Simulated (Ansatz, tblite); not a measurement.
Forces on the cluster P₂S₄⁺ at its PBE0-D4/def2-SVP geometry. The state is a doublet with charge 1.

The xTB rows come from tblite. Another isomer (doublet) lies 0.86 eV lower at PBE0-D4/def2-TZVP; other spin states weren't run for this one.

GFN1-xTB (tblite), largest force 1.36 eV/Å:

```xyz
6
positions Å, forces eV/Å
P     1.322   -1.042    1.309   -1.044    0.528   -0.209
P    -1.568   -0.214   -0.651    1.358    0.013    0.094
S     1.416    0.896    1.365   -0.186   -0.564   -0.348
S    -0.106    0.360   -2.106   -0.581   -0.209    0.262
S    -0.587   -1.645    0.615    0.443    0.743   -0.233
S    -0.477    1.645   -0.531    0.009   -0.511    0.435
```

GFN2-xTB (tblite), largest force 0.53 eV/Å:

```
P 0.137 -0.491 0.142
P -0.191 0.090 0.016
S 0.046 0.428 0.037
S 0.052 0.056 -0.059
S 0.010 -0.022 -0.046
S -0.054 -0.062 -0.092
```

PBE-D4/def2-TZVP (Ansatz), largest force 0.25 eV/Å:

```
P 0.016 -0.137 -0.082
P 0.013 -0.005 0.092
S -0.018 0.247 0.057
S 0.006 0.168 0.012
S -0.111 -0.140 0.060
S 0.093 -0.133 -0.140
```
